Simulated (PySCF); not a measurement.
# C4H5F: the cost of one run

Programs: PySCF 2.14.0, with density-fitted response routines of our own. Each step states its level of theory. These are calculated values for one molecule in the gas phase, unless marked as measured. Atoms count from 0, in the outputs and in this text.

## 1. The molecule as given

10 atoms, charge 0, multiplicity 1; geometry from: GFN2-xTB. The atoms were then displaced at random by about 0.01 Å, so the start is not that level's minimum.

Bonds of the start (Å): F0–C1 1.34, C1–C2 1.47, C2–C3 1.47, C3–C4 1.53, C3–C1 1.48, C4–C1 1.48, C2–H5 1.09, C2–H6 1.10, C3–H7 1.07, C4–H8 1.11, C4–H9 1.08.

## 2. Relaxing the molecule at PBE0-D3(BJ)/def2-SVP

The job: settings as JSON, then the geometry in Å.

```
{"job": {"xc": "PBE0", "basis": "def2-SVP", "d3": "d3bj", "grid": 1, "shake": 0.01, "kind": "geom"}, "charge": 0, "multiplicity": 1}
F     -0.262210    -0.046670    -2.073990
C     -0.091080     0.162470    -0.763210
C      1.143430     0.128490     0.037250
C      0.016650    -0.732840     0.405260
C     -1.062780     0.345380     0.336740
H      2.021760    -0.354770    -0.389980
H      1.419930     0.983250     0.667230
H     -0.082870    -1.780060     0.572070
H     -0.965870     1.226950     1.008100
H     -2.086520     0.046860     0.179480
```

Command:

```
> OMP_NUM_THREADS=1 python probes_run.py task.json out
```

This one command runs all jobs of the session in turn.

**Question.** How long does this first job take on 1 thread of Arm Neoverse V1, shared host, and how much memory does it need?

About 25 s, with a peak of 0.4 GiB.
